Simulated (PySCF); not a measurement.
An unknown is described by computed data only.

Elements present: C, H and P. Monoisotopic mass: 91.9945 u.

* 1H NMR: chemical shifts (computed TMS as zero) by class: 2.48 (2 H), 1.02 (4 H) ppm [GIAO PBE0/pcSseg-1]
* Dipole: 0.62 D [B3LYP/def2-SVPD]
* 13C NMR: chemical shifts (computed TMS as zero) by class: 10.4 (2 C) ppm [GIAO PBE0/pcSseg-1]
* UV, strongest line: among the 8 lowest singlet transitions: S2 at 5.75 eV (216 nm, f = 0.148) [TDDFT B3LYP/def2-SVPD]
* Rotational structure: rotational constants A, B, C: 9.220, 3.034, 2.841 GHz [GFN2-xTB]
* Triplet: lowest triplet excitation (Tamm–Dancoff): 4.58 eV [TDA B3LYP/def2-SVPD]

Gas-phase values; electronic properties from PySCF, density fitting. Levels stand in brackets. Geometry: GFN2-xTB, one conformer, isolated molecule. NMR classes are plain means over equivalent atoms (diastereotopic ones count apart unless rotation or inversion swaps them), as if these changed places fast.

**Question.** Which formula fits the mass and the elements?

**Answer.** C2H6P2 (calculated 91.9945). No other formula that holds each of these elements comes within 0.0003 u with a fitting electron parity and a possible valence count.

**Question.** Propose a structure and show how it fits.

**Answer.** Numbering: `[PH2:1][P:2]1[CH2:3][CH2:4]1`. 2 carbons fall into 1 class: ring sp3 carbon bound to phosphorus [C3/C4] (10.4 ppm, 2 C). Hydrogen classes from least to most shielded: 2 H on a three-coordinate phosphorus, P1 (2.48 ppm), 4 H on 2 like atoms (sp3 carbon bound to phosphorus), C3/C4 (1.02 ppm). The optimised geometry has point group Cs and is an asymmetric top. Structure: `PP1CC1`. The assignments are read from this structure; whether some other isomer fits the data as well wasn't checked.

Shape of the structure used: `[PH2:1][P:2]1[CH2:3][CH2:4]1`: H–P1–P2–C3 158°, H–P1–P2–C3 -110°.
